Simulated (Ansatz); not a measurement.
Input for Ansatz (a program for electronic structure): R-wB97X-V/def2-TZVPPD on CH7NO (a complex). Files ending in .json are basis or fitting sets from the Basis Set Exchange.

Ansatz 0.2 input:
```yaml
crystal:
  periodic: [false, false, false]
  atoms:
    - {symbol: N, position_ang: [-0.73666484, -0.66597818, -0.35979504]}
    - {symbol: H, position_ang: [-0.83235184, -1.63480918, -0.08394204]}
    - {symbol: H, position_ang: [-1.32580484, -0.55254318, -1.17455504]}
    - {symbol: C, position_ang: [-1.22010984, 0.20210182, 0.72058196]}
    - {symbol: H, position_ang: [-1.11596084, 1.23916782, 0.41272996]}
    - {symbol: H, position_ang: [-2.25793784, 0.02869782, 1.01171296]}
    - {symbol: H, position_ang: [-0.58822384, 0.06241682, 1.59382296]}
    - {symbol: O, position_ang: [1.74134016, 0.47333182, -0.24910004]}
    - {symbol: H, position_ang: [0.92382316, -0.02294118, -0.42225204]}
    - {symbol: H, position_ang: [2.32324216, 0.21483382, -0.96484604]}
basis:
  gaussian:
    orbitals: def2-TZVPPD.json
hamiltonian:
  xc: {name: wB97X-V}
scf: {lower_state_search: off}
```

The head of its log:

```
WARN ansatz: RAYON_NUM_THREADS=1 ignored (pool sized by the plan → 1); use --threads N
Functional definition: wB97X-V
these checks for a lower state are left out or cut short: stability, starts, cluster_reference, orbital_swaps, neighbouring_geometries, increment
integrals: 0.14 GiB planned
950 factors; their error is unknown
integrals: 0.18 GiB planned
320 factors; integrals over basis functions are off by at most 2.4e-5 eV
mean field: 1.41 GiB planned
mean field evaluation 1: about -4682.9253 eV, gradient 5.9e1 eV
mean field evaluation 2: about -4683.4126 eV, gradient 5.8e1 eV
```

What total energy does the run end on?

-172.3141 hartree.
